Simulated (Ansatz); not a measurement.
in.yaml

```yaml
crystal:
  periodic: [false, false, false]
  atoms:
    - {symbol: H, position_ang: [-2.096323, 0.059434, 0.000000]}
    - {symbol: H, position_ang: [-1.132323, 0.059434, 0.000000]}
    - {symbol: N, position_ang: [0.198677, 0.059434, 0.000000]}
    - {symbol: H, position_ang: [0.467759, -0.944792, 0.000000]}
basis:
  gaussian: {orbitals: def2-SVPD}
magnetization: {spin_polarized: true, initial_magnetization: 2}
hamiltonian: {xc: {name: B3LYP}}
correlation: {method: ccsd, electrons: outside_noble_gas}
```

```sh
$ ansatz run in.yaml --threads 1 --pin off --events-out ev --progress --plain --max-ram 2393MiB
```

The program prints:

```
433 factors; integrals over basis functions are off by at most 1.4e-3 eV
mean field evaluation 1: about -1531.8331 eV, gradient 1.6e1 eV
mean field evaluation 2: about -1531.8314 eV, gradient 1.6e1 eV
mean field evaluation 4: about -1533.0451 eV, gradient 1.6e0 eV
mean field evaluation 8: about -1533.0671 eV, gradient 3.0e-2 eV
mean field evaluation 16: about -1533.0671 eV, gradient 6.1e-6 eV
mean field -1533.06713580 eV, -56.3391780904 hartree, gradient 6.1e-6 eV, S^2 2.014682; 0 other end points of the search recorded, 0 dependent functions left out
1 core orbitals not correlated: weight in the atoms' cores, before any rotation towards them, 1.000 or more for the frozen orbitals, at most 0.000 for the correlated occupied ones
reference -1523.45112951 eV, -55.9857963770 hartree; 5, 3 occupied and 38, 40 virtual orbitals, 433 factors
second order -4.59378062 eV of doubles, -0.20838430 eV of singles
cycle   1  -5.11217436 eV  change   -3.1e-1 eV  update   4.9e-2
cycle   2  -5.27221014 eV  change   -1.6e-1 eV  update   1.8e-2
cycle   3  -5.31244512 eV  change   -4.0e-2 eV  update   8.4e-3
cycle   4  -5.31483019 eV  change   -2.4e-3 eV  update   3.1e-3
cycle   5  -5.31490913 eV  change   -7.9e-5 eV  update   1.1e-3
cycle   6  -5.31507544 eV  change   -1.7e-4 eV  update   4.0e-4
cycle   7  -5.31514663 eV  change   -7.1e-5 eV  update   1.6e-4
cycle   8  -5.31515675 eV  change   -1.0e-5 eV  update   7.9e-5
cycle   9  -5.31514851 eV  change    8.2e-6 eV  update   4.1e-5
cycle  10  -5.31514874 eV  change   -2.2e-7 eV  update   1.9e-5
cycle  11  -5.31514931 eV  change   -5.7e-7 eV  update   9.9e-6
Total energy: -1528.76627882 eV, -56.1811245115 hartree
```

Ran on 1 thread of Arm Neoverse V1, shared host: 1.1 s wall, 0.11 GiB peak host memory.
